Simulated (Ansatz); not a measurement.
```yaml
crystal:
  periodic: [false, false, false]
  atoms:
    - {symbol: O, position_ang: [-1.086912, -0.203094, -0.002168]}
    - {symbol: N, position_ang: [-0.001217, 0.457376, 0.003829]}
    - {symbol: O, position_ang: [1.087977, -0.197316, -0.001184]}
basis:
  gaussian: {orbitals: def2-TZVP}
magnetization: {spin_polarized: true, initial_magnetization: 3}
hamiltonian: {xc: pbe0}
relax: {f_tol: 0.004, max_steps: 80}
```

```sh
$ ansatz run in.yaml --threads 1 --pin off --events-out ev --progress --plain --max-ram 2176MiB
```

Steps of the relaxation (energy above the last step; positions in Å, forces in eV/Å):

```
3
step 1, 22.1 meV
O    -1.087   -0.203   -0.002   -0.117   -0.526   -0.004
N    -0.001    0.457    0.004   -0.003    1.051    0.009
O     1.088   -0.197   -0.001    0.120   -0.525   -0.004
```

```
3
step 2, 8.2 meV
O    -1.082   -0.209   -0.002   -0.003   -0.296   -0.002
N    -0.001    0.469    0.004   -0.002    0.593    0.005
O     1.083   -0.203   -0.001    0.004   -0.296   -0.002
```

```
3
step 3, 0.3 meV
O    -1.067   -0.219   -0.002   -0.104   -0.009    0.000
N    -0.001    0.490    0.004    0.000    0.018    0.000
O     1.068   -0.213   -0.001    0.104   -0.009    0.000
```

```
3
step 4, 0.0 meV
O    -1.070   -0.218   -0.002   -0.002   -0.001    0.000
N    -0.001    0.488    0.004    0.000    0.001    0.000
O     1.071   -0.212   -0.001    0.002   -0.001    0.000
```

Close pairs at the end: O1–N2 1.281 Å, N2–O3 1.281 Å.

A stationary point of unrestricted PBE0 after 4 steps, with ⟨S²⟩ = 3.762 against 3.75 for a pure state; no frequencies were run, so it isn't proven a minimum. 28 s on 1 thread of Arm Neoverse N1, shared host.
